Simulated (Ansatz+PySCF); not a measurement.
## singlet CO: levels of theory in one basis

```xyz
2

C     0.0000    0.0000   -1.2892
O     0.0000    0.0000    0.9669
```

Basis set: STO-3G (spherical functions). Correlated methods keep 2 orbitals frozen. Charge 0, multiplicity 1.

Computed with Ansatz (development build ahead of 0.2.0); each method stands on the lowest determinant of its kind that the runs found.

```
     method  E − E(RHF) (eV)  <S²> of the determinant
        RHF             0.00                     0.00
        UHF            -6.26                     2.00
    RHF-MP2            -1.05                        –
    UHF-MP2            -6.54                     2.00
   RHF-CCSD            -2.18                        –
RHF-CCSD(T)            -2.20                        –
UHF-CCSD(T)            -7.04                     2.00
```

Q: What does full CI (lowest root of this spin) give on the same scale?

A: -7.30 eV.

At such a shape the full CI root can have another spatial symmetry than the determinants, so the rows needn't describe one state.

Q: Is a single determinant a sound starting point here?

A: It is doubtful. Unrestricted orbitals lower Hartree–Fock by 6.26 eV and <S²> is 2.00 where a pure state has 0.00, a sign of strong static correlation.

Caution for RHF, RHF-MP2, RHF-CCSD, RHF-CCSD(T): an unrestricted determinant lies well below. Caution for UHF, UHF-MP2, UHF-CCSD(T): the unrestricted determinant is a mixture of spin states. Caution for RHF-MP2, RHF-CCSD, RHF-CCSD(T): bonds are stretched, where a single reference can fail. Caution for UHF-MP2, UHF-CCSD(T): large amplitudes, a single reference is doubtful; a plain start can end on a higher determinant. Caution for UHF-CCSD(T): the program doubts this total.
